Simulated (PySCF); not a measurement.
**A diatomic session: C₂+**

One table from this session's results is given with a row withheld; the runs are named, their logs left out.

Program: PySCF 2.14.0. Level of theory: C 6-31G(d,p), no relativity. These are calculated values, not measurements.

The first run:

A driver script around PySCF takes these settings:

```
atoms                         : C, C
charge                        : 1
basis                         : C 6-31G(d,p)
Hamiltonian                   : no relativity
basis functions               : 28
electrons treated             : 11
masses in u                   : 12.0000, 12.0000
levels                        : PBE0, PBE, r²SCAN, M06, revPBE, BLYP, HF, MP2, SCS-MP2, CCSD, CCSD(T)
grid                          : 80 radial by 434 angular points
occupations                   : held fixed by the projection of orbital angular momentum
dissociation limit            : C+ + C, each in its ground configuration
starting distance in angstrom : 1.520
values of 2S to try           : 1, 3
```

Run with:

```sh
OMP_NUM_THREADS=1 python dia.py task.json out
```

Steps of the session up to this table: The job; The PBE0 curve of the state that the search chose; Higher solutions at PBE0; PBE (GGA); r²SCAN (meta-GGA); M06; revPBE (GGA); BLYP (GGA); UHF (mean field); MP2 and coupled cluster.

One table of the session follows, with a row left open; its other results are not shown here.

Energy (eV) from each level's lowest point:

```
R (Å)    UHF  UHF-MP2  UHF-SCS-MP2  UHF-CCSD  UHF-CCSD(T)
1.212  0.975    1.246        1.135       n/a          n/a
1.268  0.377    0.553        0.467     0.557        0.602
1.325  0.078    0.169        0.113     0.173        0.200
1.367  0.000    0.034        0.005     0.037        0.051
1.409  0.016    0.000        0.000     0.000        0.000
1.451  0.105    0.044        0.077     0.040        0.026
1.508  0.306    0.193        0.275     0.180        0.150
1.578      ?        ?            ?         ?            ?
1.663  1.128    0.900        1.148     0.856        0.782
1.775  1.819    1.505        1.899       n/a          n/a
```

**Question.** Estimate the row for R (Å) = 1.578.

Worked estimate for «UHF». A straight line through the neighbours (1.508, 0.306) and (1.663, 1.128) gives 0.306 + (1.128 − 0.306) × (1.578 − 1.508) / (1.663 − 1.508) = 0.677; a parabola fitted to 4 rows on both sides gives 0.655.

The run gave: UHF: 0.646; UHF-MP2: 0.478; UHF-SCS-MP2: 0.630; UHF-CCSD: 0.452; UHF-CCSD(T): 0.401. In «UHF» the line misses by +0.031 and the parabola by +0.009.

State 4 has its PBE0 minimum 1.68 eV higher. The other levels ran on the lowest alone.
